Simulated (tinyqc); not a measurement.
Coupled-perturbed Hartree-Fock on RHF in the sto-3g basis, for NH3, spin multiplicity 1, step by step (part 1 of 2). Computed by tinyqc, a small Python program that keeps every step (integrals from PySCF). Settings: charge = 0, multiplicity = 1, basis = sto-3g, method = RHF, energy threshold = 1e-10, iteration cap = 55, orthogonalisation = symmetric, start = atomic densities, DIIS depth = 6. Command: `OMP_NUM_THREADS=1 python tinyqc.py 30835 30836 out.jsonl` (the two numbers bound the seeds that draw the settings). One thread of a shared host (Intel(R) Xeon(R) Processor @ 2.60GHz), about 0.2 s of CPU time with the checks. The early iterations of the SCF are left out here.

## One-electron integrals

Geometry (angstrom):
```
atom         x         y        z
N      0.00000   0.00000  0.40900
H      0.95600   0.00000  0.00000
H     -0.47800   0.82800  0.00000
H     -0.47800  -0.82800  0.00000
```

Basis sto-3g: exponents (1/bohr^2) and contraction coefficients of normalised primitives:
```
element  l (shell)  exponent  coefficient
N            s (1)  99.10617      0.15433
N            s (1)  18.05231      0.53533
N            s (1)   4.88566      0.44463
N            s (2)   3.78046     -0.09997
N            s (2)   0.87850      0.39951
N            s (2)   0.28571      0.70012
N            p (3)   3.78046      0.15592
N            p (3)   0.87850      0.60768
N            p (3)   0.28571      0.39196
H            s (1)   3.42525      0.15433
H            s (1)   0.62391      0.53533
H            s (1)   0.16886      0.44463
```

Overlap, kinetic and nuclear-attraction integrals over the contracted functions; the nuclear repulsion is the sum of Za Zb / Rab.

nuclear repulsion = 11.6454671 hartree

overlap S, lower triangle:
```
          1N 1s    1N 2s    1N 2px    1N 2py    1N 2pz    2H 1s    3H 1s    4H 1s
1N 1s   1.00000
1N 2s   0.23504  1.00000
1N 2px  0.00000  0.00000   1.00000
1N 2py  0.00000  0.00000   0.00000   1.00000
1N 2pz  0.00000  0.00000   0.00000   0.00000   1.00000
2H 1s   0.05470  0.47772   0.39532   0.00000  -0.16913  1.00000
3H 1s   0.05469  0.47768  -0.19764   0.34235  -0.16911  0.20441  1.00000
4H 1s   0.05469  0.47768  -0.19764  -0.34235  -0.16911  0.20441  0.20438  1.00000
```

kinetic energy T (hartree), lower triangle:
```
           1N 1s    1N 2s    1N 2px    1N 2py    1N 2pz     2H 1s     3H 1s    4H 1s
1N 1s   21.99075
1N 2s   -0.12842  0.60699
1N 2px   0.00000  0.00000   1.89936
1N 2py   0.00000  0.00000   0.00000   1.89936
1N 2pz   0.00000  0.00000   0.00000   0.00000   1.89936
2H 1s   -0.00760  0.11196   0.24338   0.00000  -0.10412   0.76003
3H 1s   -0.00761  0.11193  -0.12166   0.21075  -0.10410  -0.00062   0.76003
4H 1s   -0.00761  0.11193  -0.12166  -0.21075  -0.10410  -0.00062  -0.00063  0.76003
```

nuclear attraction V (hartree), lower triangle:
```
            1N 1s     1N 2s    1N 2px    1N 2py    1N 2pz     2H 1s     3H 1s     4H 1s
1N 1s   -47.71264
1N 2s    -5.79177  -8.36246
1N 2px    0.00000  -0.00003  -8.33981
1N 2py    0.00000   0.00000   0.00000  -8.33982
1N 2pz    0.01770   0.20569   0.00001   0.00000  -8.24062
2H 1s    -1.38108  -3.30182  -2.47773   0.00000   1.12052  -5.33325
3H 1s    -1.38086  -3.30148   1.23868  -2.14568   1.12037  -1.19592  -5.33304
4H 1s    -1.38086  -3.30148   1.23868   2.14568   1.12037  -1.19592  -1.19570  -5.33304
```

core Hamiltonian H = T + V (hartree), lower triangle:
```
            1N 1s     1N 2s    1N 2px    1N 2py    1N 2pz     2H 1s     3H 1s     4H 1s
1N 1s   -25.72189
1N 2s    -5.92019  -7.75546
1N 2px    0.00000  -0.00003  -6.44046
1N 2py    0.00000   0.00000   0.00000  -6.44046
1N 2pz    0.01770   0.20569   0.00001   0.00000  -6.34127
2H 1s    -1.38868  -3.18986  -2.23435   0.00000   1.01640  -4.57322
3H 1s    -1.38847  -3.18954   1.11702  -1.93493   1.01626  -1.19654  -4.57301
4H 1s    -1.38847  -3.18954   1.11702   1.93493   1.01626  -1.19654  -1.19633  -4.57301
```

## Two-electron integrals

Functions are numbered as in S; the eight-fold symmetry (ij|kl) = (ji|kl) = (kl|ij) leaves the list below.

Two-electron integrals (ij|kl) in chemists' order, unique and non-zero (hartree):
```
(11|11) 4.16663    (21|11) 0.64085    (21|21) 0.11746    (22|11) 0.96986
(22|21) 0.22094    (22|22) 0.70825    (31|31) 0.02096    (32|31) 0.03245
(32|32) 0.15645    (33|11) 0.96712    (33|21) 0.22098    (33|22) 0.70809
(33|33) 0.76280    (41|41) 0.02096    (42|41) 0.03245    (42|42) 0.15645
(43|43) 0.04112    (44|11) 0.96712    (44|21) 0.22098    (44|22) 0.70809
(44|33) 0.68057    (44|44) 0.76280    (51|51) 0.02096    (52|51) 0.03245
(52|52) 0.15645    (53|53) 0.04112    (54|54) 0.04112    (55|11) 0.96712
(55|21) 0.22098    (55|22) 0.70809    (55|33) 0.68057    (55|44) 0.68057
(55|55) 0.76280    (61|11) 0.15113    (61|21) 0.02748    (61|22) 0.05139
(61|31) 0.00133    (61|32) 0.00249    (61|33) 0.05159    (61|44) 0.05126
(61|51) -0.00057   (61|52) -0.00107   (61|53) -0.00014   (61|55) 0.05132
(61|61) 0.00654    (62|11) 0.35759    (62|21) 0.08242    (62|22) 0.29050
(62|31) 0.00634    (62|32) 0.04758    (62|33) 0.29926    (62|44) 0.28464
(62|51) -0.00271   (62|52) -0.02036   (62|53) -0.00625   (62|55) 0.28732
(62|61) 0.01981    (62|62) 0.14994    (63|11) 0.25519    (63|21) 0.05958
(63|22) 0.22353    (63|31) 0.01254    (63|32) 0.08330    (63|33) 0.24286
(63|44) 0.21276    (63|51) -0.00172   (63|52) -0.01474   (63|53) -0.00874
(63|55) 0.21473    (63|61) 0.01498    (63|62) 0.13861    (63|63) 0.14635
(64|41) 0.00852    (64|42) 0.04884    (64|43) 0.00968    (64|54) -0.00414
(64|64) 0.02018    (65|11) -0.10918   (65|21) -0.02549   (65|22) -0.09563
(65|31) -0.00172   (65|32) -0.01474   (65|33) -0.09562   (65|44) -0.09103
(65|51) 0.00926    (65|52) 0.05515    (65|53) 0.01164    (65|55) -0.10015
(65|61) -0.00641   (65|62) -0.05930   (65|63) -0.05398   (65|65) 0.04327
(66|11) 0.49487    (66|21) 0.11590    (66|22) 0.46561    (66|31) 0.01166
(66|32) 0.11804    (66|33) 0.49897    (66|44) 0.44358    (66|51) -0.00499
(66|52) -0.05050   (66|53) -0.02370   (66|55) 0.45372    (66|61) 0.02819
(66|62) 0.29942    (66|63) 0.31060    (66|65) -0.13288   (66|66) 0.77461
(71|11) 0.15111    (71|21) 0.02748    (71|22) 0.05138    (71|31) -0.00066
(71|32) -0.00125   (71|33) 0.05134    (71|41) 0.00115    (71|42) 0.00216
(71|43) -0.00014   (71|44) 0.05150    (71|51) -0.00057   (71|52) -0.00107
(71|53) 0.00007    (71|54) -0.00012   (71|55) 0.05131    (71|61) 0.00640
(71|62) 0.01900    (71|63) 0.01340    (71|64) 0.00056    (71|65) -0.00615
(71|66) 0.02663    (71|71) 0.00654    (72|11) 0.35755    (72|21) 0.08241
(72|22) 0.29047    (72|31) -0.00317   (72|32) -0.02379   (72|33) 0.28827
(72|41) 0.00549    (72|42) 0.04121    (72|43) -0.00633   (72|44) 0.29558
(72|51) -0.00271   (72|52) -0.02036   (72|53) 0.00313    (72|54) -0.00542
(72|55) 0.28729    (72|61) 0.01900    (72|62) 0.11702    (72|63) 0.08297
(72|64) 0.01287    (72|65) -0.04503   (72|66) 0.18925    (72|71) 0.01981
(72|72) 0.14992    (73|11) -0.12758   (73|21) -0.02978   (73|22) -0.11175
(73|31) 0.00952    (73|32) 0.05745    (73|33) -0.11738   (73|41) -0.00174
(73|42) -0.01492   (73|43) 0.01070    (73|44) -0.11040   (73|51) 0.00086
(73|52) 0.00737    (73|53) -0.00529   (73|54) 0.00199    (73|55) -0.10735
(73|61) -0.00622   (73|62) -0.03034   (73|63) -0.00709   (73|64) -0.00255
(73|65) 0.01138    (73|66) -0.03597   (73|71) -0.00749   (73|72) -0.06929
(73|73) 0.05171    (74|11) 0.22100    (74|21) 0.05159    (74|22) 0.19358
(74|31) -0.00174   (74|32) -0.01492   (74|33) 0.18658    (74|41) 0.01153
(74|42) 0.07468    (74|43) -0.00887   (74|44) 0.20799    (74|51) -0.00149
(74|52) -0.01276   (74|53) 0.00199    (74|54) -0.00759   (74|55) 0.18595
(74|61) 0.01189    (74|62) 0.07829    (74|63) 0.05500    (74|64) 0.02319
(74|65) -0.02953   (74|66) 0.12690    (74|71) 0.01297    (74|72) 0.12002
(74|73) -0.05462   (74|74) 0.11480    (75|11) -0.10916   (75|21) -0.02548
(75|22) -0.09562   (75|31) 0.00086    (75|32) 0.00737    (75|33) -0.09216
(75|41) -0.00149   (75|42) -0.01276   (75|43) 0.00199    (75|44) -0.09446
(75|51) 0.00926    (75|52) 0.05514    (75|53) -0.00582   (75|54) 0.01008
(75|55) -0.10013   (75|61) -0.00615   (75|62) -0.04503   (75|63) -0.03126
(75|64) -0.00491   (75|65) 0.03210    (75|66) -0.07864   (75|71) -0.00641
(75|72) -0.05929   (75|73) 0.02698    (75|74) -0.04674   (75|75) 0.04326
(76|11) 0.12400    (76|21) 0.02878    (76|22) 0.10796    (76|31) 0.00089
(76|32) 0.00752    (76|33) 0.10785    (76|41) 0.00153    (76|42) 0.01302
(76|43) 0.00040    (76|44) 0.10831    (76|51) -0.00152   (76|52) -0.01286
(76|53) -0.00148   (76|54) -0.00255   (76|55) 0.10762    (76|61) 0.00682
(76|62) 0.05331    (76|63) 0.04548    (76|64) 0.00528    (76|65) -0.02337
(76|66) 0.10493    (76|71) 0.00682    (76|72) 0.05330    (76|73) -0.01816
(76|74) 0.04202    (76|75) -0.02337   (76|76) 0.02294    (77|11) 0.49485
(77|21) 0.11589    (77|22) 0.46559    (77|31) -0.00583   (77|32) -0.05901
(77|33) 0.45740    (77|41) 0.01010    (77|42) 0.10222    (77|43) -0.02398
(77|44) 0.48510    (77|51) -0.00499   (77|52) -0.05049   (77|53) 0.01185
(77|54) -0.02052   (77|55) 0.45370    (77|61) 0.02664    (77|62) 0.18926
(77|63) 0.12789    (77|64) 0.03230    (77|65) -0.07865   (77|66) 0.31586
(77|71) 0.02819    (77|72) 0.29939    (77|73) -0.15528   (77|74) 0.26898
(77|75) -0.13287   (77|76) 0.10493    (77|77) 0.77461    (81|11) 0.15111
(81|21) 0.02748    (81|22) 0.05138    (81|31) -0.00066   (81|32) -0.00125
(81|33) 0.05134    (81|41) -0.00115   (81|42) -0.00216   (81|43) 0.00014
(81|44) 0.05150    (81|51) -0.00057   (81|52) -0.00107   (81|53) 0.00007
(81|54) 0.00012    (81|55) 0.05131    (81|61) 0.00640    (81|62) 0.01900
(81|63) 0.01340    (81|64) -0.00056   (81|65) -0.00615   (81|66) 0.02663
(81|71) 0.00640    (81|72) 0.01900    (81|73) -0.00719   (81|74) 0.01133
(81|75) -0.00615   (81|76) 0.00660    (81|77) 0.02663    (81|81) 0.00654
(82|11) 0.35755    (82|21) 0.08241    (82|22) 0.29047    (82|31) -0.00317
(82|32) -0.02379   (82|33) 0.28827    (82|41) -0.00549   (82|42) -0.04121
(82|43) 0.00633    (82|44) 0.29558    (82|51) -0.00271   (82|52) -0.02036
(82|53) 0.00313    (82|54) 0.00542    (82|55) 0.28729    (82|61) 0.01900
(82|62) 0.11702    (82|63) 0.08297    (82|64) -0.01287   (82|65) -0.04503
(82|66) 0.18925    (82|71) 0.01900    (82|72) 0.11701    (82|73) -0.05262
(82|74) 0.06542    (82|75) -0.04503   (82|76) 0.04312    (82|77) 0.18924
(82|81) 0.01981    (82|82) 0.14992    (83|11) -0.12758   (83|21) -0.02978
(83|22) -0.11175   (83|31) 0.00952    (83|32) 0.05745    (83|33) -0.11738
(83|41) 0.00174    (83|42) 0.01492    (83|43) -0.01070   (83|44) -0.11040
(83|51) 0.00086    (83|52) 0.00737    (83|53) -0.00529   (83|54) -0.00199
(83|55) -0.10735   (83|61) -0.00622   (83|62) -0.03034   (83|63) -0.00709
(83|64) 0.00255    (83|65) 0.01138    (83|66) -0.03597   (83|71) -0.00719
(83|72) -0.05262   (83|73) 0.03832    (83|74) -0.02877   (83|75) 0.01988
(83|76) -0.01446   (83|77) -0.09190   (83|81) -0.00749   (83|82) -0.06929
(83|83) 0.05171    (84|11) -0.22100   (84|21) -0.05159   (84|22) -0.19358
(84|31) 0.00174    (84|32) 0.01492    (84|33) -0.18658   (84|41) 0.01153
(84|42) 0.07468    (84|43) -0.00887   (84|44) -0.20799   (84|51) 0.00149
(84|52) 0.01276    (84|53) -0.00199   (84|54) -0.00759   (84|55) -0.18595
(84|61) -0.01189   (84|62) -0.07829   (84|63) -0.05500   (84|64) 0.02319
(84|65) 0.02953    (84|66) -0.12690   (84|71) -0.01133   (84|72) -0.06542
(84|73) 0.02877    (84|74) -0.02223   (84|75) 0.02462    (84|76) -0.02505
(84|77) -0.09460   (84|81) -0.01297   (84|82) -0.12002   (84|83) 0.05462
(84|84) 0.11480    (85|11) -0.10916   (85|21) -0.02548   (85|22) -0.09562
(85|31) 0.00086    (85|32) 0.00737    (85|33) -0.09216   (85|41) 0.00149
(85|42) 0.01276    (85|43) -0.00199   (85|44) -0.09446   (85|51) 0.00926
(85|52) 0.05514    (85|53) -0.00582   (85|54) -0.01008   (85|55) -0.10013
(85|61) -0.00615   (85|62) -0.04503   (85|63) -0.03126   (85|64) 0.00491
(85|65) 0.03210    (85|66) -0.07864   (85|71) -0.00615   (85|72) -0.04503
(85|73) 0.01988    (85|74) -0.02462   (85|75) 0.03210    (85|76) -0.01838
(85|77) -0.07863   (85|81) -0.00641   (85|82) -0.05929   (85|83) 0.02698
(85|84) 0.04674    (85|85) 0.04326    (86|11) 0.12400    (86|21) 0.02878
(86|22) 0.10796    (86|31) 0.00089    (86|32) 0.00752    (86|33) 0.10785
(86|41) -0.00153   (86|42) -0.01302   (86|43) -0.00040   (86|44) 0.10831
(86|51) -0.00152   (86|52) -0.01286   (86|53) -0.00148   (86|54) 0.00255
(86|55) 0.10762    (86|61) 0.00682    (86|62) 0.05331    (86|63) 0.04548
(86|64) -0.00528   (86|65) -0.02337   (86|66) 0.10493    (86|71) 0.00660
(86|72) 0.04312    (86|73) -0.01446   (86|74) 0.02505    (86|75) -0.01838
(86|76) 0.01897    (86|77) 0.07066    (86|81) 0.00682    (86|82) 0.05330
(86|83) -0.01816   (86|84) -0.04202   (86|85) -0.02337   (86|86) 0.02294
(87|11) 0.12398    (87|21) 0.02877    (87|22) 0.10794    (87|31) -0.00177
(87|32) -0.01503   (87|33) 0.10852    (87|44) 0.10760    (87|51) -0.00151
(87|52) -0.01286   (87|53) 0.00295    (87|55) 0.10760    (87|61) 0.00660
(87|62) 0.04312    (87|63) 0.02893    (87|65) -0.01837   (87|66) 0.07065
(87|71) 0.00682    (87|72) 0.05329    (87|73) -0.02730   (87|74) 0.03673
(87|75) -0.02336   (87|76) 0.01896    (87|77) 0.10491    (87|81) 0.00682
(87|82) 0.05329    (87|83) -0.02730   (87|84) -0.03673   (87|85) -0.02336
(87|86) 0.01896    (87|87) 0.02293    (88|11) 0.49485    (88|21) 0.11589
(88|22) 0.46559    (88|31) -0.00583   (88|32) -0.05901   (88|33) 0.45740
(88|41) -0.01010   (88|42) -0.10222   (88|43) 0.02398    (88|44) 0.48510
(88|51) -0.00499   (88|52) -0.05049   (88|53) 0.01185    (88|54) 0.02052
(88|55) 0.45370    (88|61) 0.02664    (88|62) 0.18926    (88|63) 0.12789
(88|64) -0.03230   (88|65) -0.07865   (88|66) 0.31586    (88|71) 0.02663
(88|72) 0.18924    (88|73) -0.09190   (88|74) 0.09460    (88|75) -0.07863
(88|76) 0.07066    (88|77) 0.31584    (88|81) 0.02819    (88|82) 0.29939
(88|83) -0.15528   (88|84) -0.26898   (88|85) -0.13287   (88|86) 0.10493
(88|87) 0.10491    (88|88) 0.77461
```

## Orthogonalisation

S = U s U^T; symmetric (Loewdin) form X = U s^(-1/2) U^T, so that X^T S X = 1.

eigenvalues of S: 0.28397  0.40297  0.40299  0.91309  1.06650  1.39260  1.39263  2.14525

X, lower triangle:
```
           1N 1s     1N 2s    1N 2px    1N 2py   1N 2pz     2H 1s     3H 1s    4H 1s
1N 1s    1.02511
1N 2s   -0.15402   1.37667
1N 2px   0.00000   0.00003   1.13617
1N 2py   0.00000   0.00000   0.00000   1.13617
1N 2pz   0.01114  -0.12319  -0.00001   0.00000  1.04274
2H 1s    0.02263  -0.30605  -0.29077   0.00000  0.10652   1.23425
3H 1s    0.02262  -0.30600   0.14536  -0.25180  0.10650  -0.05229   1.23420
4H 1s    0.02262  -0.30600   0.14536   0.25180  0.10650  -0.05229  -0.05228  1.23420
```

## Iteration 8 (converged): orbitals

converged F (hartree), lower triangle:
```
            1N 1s     1N 2s    1N 2px    1N 2py    1N 2pz     2H 1s     3H 1s     4H 1s
1N 1s   -15.30206
1N 2s    -3.89268  -1.91894
1N 2px    0.00000  -0.00002  -0.29364
1N 2py    0.00000   0.00000   0.00000  -0.29364
1N 2pz    0.02496   0.11402   0.00001   0.00000  -0.33423
2H 1s    -0.92046  -0.84567  -0.42998   0.00000   0.22538  -0.50850
3H 1s    -0.92033  -0.84559   0.21496  -0.37237   0.22536  -0.31035  -0.50843
4H 1s    -0.92033  -0.84559   0.21496   0.37237   0.22536  -0.31035  -0.31029  -0.50843
```

Diagonalise F' = X^T F X, C = X C', fill 5 alpha and 5 beta electrons from the bottom; D = 2 C_occ C_occ^T. Each column has its largest component positive (the first on a tie).

F' = X^T F X (hartree), lower triangle:
```
           1         2         3         4         5         6         7        8
1  -15.00802
2   -2.06535  -0.78092
3    0.00000   0.00001   0.02193
4    0.00000   0.00000   0.00000   0.02194
5    0.04647  -0.10469   0.00000   0.00000  -0.24069
6   -0.13751  -0.45454  -0.51191   0.00000   0.19297   0.04505
7   -0.13747  -0.45449   0.25593  -0.44331   0.19294  -0.07231   0.04503
8   -0.13747  -0.45449   0.25593   0.44331   0.19294  -0.07231  -0.07230  0.04503
```

orbital energies (hartree): MO1 -15.30980, MO2 -1.07835, MO3 -0.55911, MO4 -0.55910, MO5 -0.35315, MO6 0.61209, MO7 0.69837, MO8 0.69840

coefficients C:
```
             MO1       MO2       MO3       MO4       MO5       MO6       MO7       MO8
1N 1s    0.99347  -0.21935   0.00000   0.00001  -0.09246  -0.18049   0.00000  -0.00009
1N 2s    0.03112   0.74288   0.00000  -0.00006   0.46469   1.20262   0.00000   0.00063
1N 2px   0.00000   0.00002   0.00000   0.59126   0.00002  -0.00046   0.00000   1.03349
1N 2py   0.00000   0.00000   0.59125   0.00000   0.00000   0.00000   1.03349   0.00000
1N 2pz  -0.00491  -0.13419   0.00000  -0.00002   0.87953  -0.58739   0.00000  -0.00030
2H 1s   -0.00638   0.15987   0.00000   0.50078  -0.13543  -0.69737   0.00000  -0.96844
3H 1s   -0.00638   0.15984   0.43369  -0.25040  -0.13546  -0.69801  -0.83835   0.48369
4H 1s   -0.00638   0.15984  -0.43369  -0.25040  -0.13546  -0.69801   0.83835   0.48369
```

D after iteration 8, lower triangle:
```
           1N 1s     1N 2s    1N 2px    1N 2py    1N 2pz     2H 1s     3H 1s    4H 1s
1N 1s    2.08729
1N 2s   -0.35001   1.53755
1N 2px   0.00000  -0.00001   0.69917
1N 2py   0.00000   0.00000   0.00000   0.69915
1N 2pz  -0.11354   0.61774   0.00001   0.00000   1.58322
2H 1s   -0.05775   0.11120   0.59218   0.00000  -0.28110   0.58944
3H 1s   -0.05775   0.11122  -0.29610   0.51283  -0.28111  -0.16291   0.58944
4H 1s   -0.05775   0.11122  -0.29610  -0.51283  -0.28111  -0.16291  -0.16289  0.58944
```

Within a degenerate level the vectors are fixed only up to a rotation; this is one choice.

## Convergence

Stop when the energy changes by less than 1e-10 hartree and every element of the error matrix X^T (F D S - S D F) X is below 3e-06.

Course of the cycle:
```
iteration  E (hartree)     change  largest element of the error matrix
1          -55.5365383          -                             1.14e+00
2          -55.4405006   9.60e-02                             1.09e-01
3          -55.4542571  -1.38e-02                             1.67e-02
4          -55.4549148  -6.58e-04                             5.57e-03
5          -55.4550104  -9.56e-05                             1.06e-03
6          -55.4550126  -2.18e-06                             3.18e-05
7          -55.4550126  -2.14e-09                             3.91e-07
8          -55.4550126  -3.27e-13                             5.24e-09
```

PySCF RHF in the same basis = -55.4550126 hartree

Converged in 8 iterations.
